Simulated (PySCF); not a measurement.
Z-matrix (Å, degrees):
```
Si
H 1 1.4843
H 1 1.4843 2 111.47
H 1 1.4843 2 111.47 3 125.27
```
Charge 0, spin multiplicity 2.

**Question.** Give the highest occupied spin orbital, dipole moment and total energy at the level r2SCAN-D4/def2-TZVP (PySCF).

**Answer.** 
The highest occupied spin orbital is -5.65 eV. The dipole moment is 0.05 D. The total energy comes out as -291.2070 Ha.
